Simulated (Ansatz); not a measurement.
# CH2Li (doublet): from Hartree-Fock to the top rungs at scale of all distances = 2.032, 6-31G

Aim: climb from Hartree-Fock through coupled cluster and multireference methods for CH2Li (doublet) at one geometry and basis, and see what each rung misses.

Computed with Ansatz 0.2.0, Gaussian basis. Level: 6-31G, core rule «outside noble gas», up to 2 orbitals frozen.

The runs, in order: UHF; CCSD(T) on ROHF; CCSD(T) on UHF; BCCD(T) on ROHF; CISD; CCSDT(Q) on ROHF; CCSDT(Q) on UHF; CISDTQ; CCSDTQ on ROHF; CASSCF and MRCISD+Q, 3 electrons in 3 orbitals; CASSCF and NEVPT2, 3 electrons in 3 orbitals; Full CI.

35 further runs of the same task are left out: 19 for a known fault of the program, 13 that didn't finish, 3 set aside as unsound or not needed.

### Step 1. The geometry

The geometry derives from a PBE0/def2-TZVP stationary point (not a proven minimum). All distances are scaled together.

4 atoms, charge 0, spin multiplicity 2.

Atoms are counted from 1 here; the program's logs count them from 0.

No contacts short enough for the rule that draws bonds.

### Step 2. UHF

Input file in.yaml:

```yaml
crystal:
  periodic: [false, false, false]
  atoms:
    - {symbol: C, position_ang: [0.000000, 0.000000, 1.154197]}
    - {symbol: Li, position_ang: [0.000000, 0.000000, -2.724921]}
    - {symbol: H, position_ang: [0.000000, 1.780357, 2.505589]}
    - {symbol: H, position_ang: [0.000000, -1.780357, 2.505589]}
basis:
  gaussian: {orbitals: 6-31G}
magnetization: {spin_polarized: true, initial_magnetization: 1}
hamiltonian: {xc: hf}
output: {orbitals: {seedname: orbitals}}
```

The run is started by

```console
$ ansatz run in.yaml --threads 1 --pin off --events-out ev --progress --plain --max-ram 2393MiB
```

Further steps of the session: CCSD(T) on ROHF; CCSD(T) on UHF; BCCD(T) on ROHF; CISD; CCSDT(Q) on ROHF; CCSDT(Q) on UHF; CISDTQ; CCSDTQ on ROHF; CASSCF and MRCISD+Q, 3 electrons in 3 orbitals; CASSCF and NEVPT2, 3 electrons in 3 orbitals; Full CI.

**Question.** What will the summary of the whole plan be? Wanted: FCI below the RHF energy; RMP2 from FCI; UMP2 from FCI; RCCSD from FCI; RCCSD(T) from FCI; UCCSD(T) from FCI; RCCSDT(Q) from FCI; UCCSDT(Q) from FCI; NEVPT2 pair from FCI.

The runs gave:

```
                         quantity               value
         FCI below the RHF energy          -5.4859 eV
                    RMP2 from FCI         +2236.6 meV
                    UMP2 from FCI         +1156.8 meV
                   RCCSD from FCI          +168.6 meV
                RCCSD(T) from FCI          -112.8 meV
                UCCSD(T) from FCI          +172.5 meV
               RCCSDT(Q) from FCI            -6.4 meV
               UCCSDT(Q) from FCI           +75.0 meV
             NEVPT2 pair from FCI         +1512.6 meV
           MRCISD+Q pair from FCI          -449.0 meV
levels within 1 kcal/mol (43 meV)  RCCSDT(Q), RCCSDTQ
                    T1 diagnostic               0.055
   effectively unpaired electrons                2.55
```

What this shows: RCCSD(T) lands -112.8 meV from the yardstick (2.1 % of the correlation energy). CCSD(T) misses by -112.8 meV on the restricted determinant and by +172.5 meV on the unrestricted one; the two need not hold the same state or core. RCCSD(T), BCCD(T), RCCSDT, RCCSDT(Q), MRCISD+Q pair fall below full CI, which methods that aren't variational can do. The occupations show strong static correlation (2.6 unpaired electrons where one determinant has 1). Coupled cluster on one determinant still stays close here. Of the multireference levels listed MRCISD+Q pair comes nearest in total energy (-449.0 meV), which doesn't show that its space is the better one. Coupled cluster took another determinant than the lowest Hartree-Fock one. These misses are within one basis, not against nature; the frozen cores of restricted and unrestricted runs differ, which can shift their rows.
